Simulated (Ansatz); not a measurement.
Rutile PbO2 was calculated with r²SCAN-D4 (PAW; Ansatz, a quantum-chemistry and plane-wave program).

Numerical settings: plane-wave cutoff 560 eV, 12×12×16 k mesh (along the axes of the cell as run), Fermi–Dirac smearing 0.05 eV, scalar-relativistic PAW data made under PBE.

Results at a series of volumes:

```tsv
V (Å³/atom)	E − E_lowest (meV/atom)	P (GPa)
13.445	10.57	6.33
13.726	2.52	2.95
14.006	0.00	0.00
14.286	2.32	-2.59
14.566	8.86	-4.83
```

Task: Estimate the bulk modulus and its pressure derivative from these points.

Result: V0 = 14.005 Å³/atom, B0 = 138 GPa, B′ = 5.8 (fit to the energies at full precision).

Shape and atoms are relaxed at each volume.

Note: the bulk modulus comes from volumes at which shape and atoms were relaxed.

Spin–orbit coupling is not included; it can shift volumes and moduli of such heavy elements.

Computed values are for the static lattice.
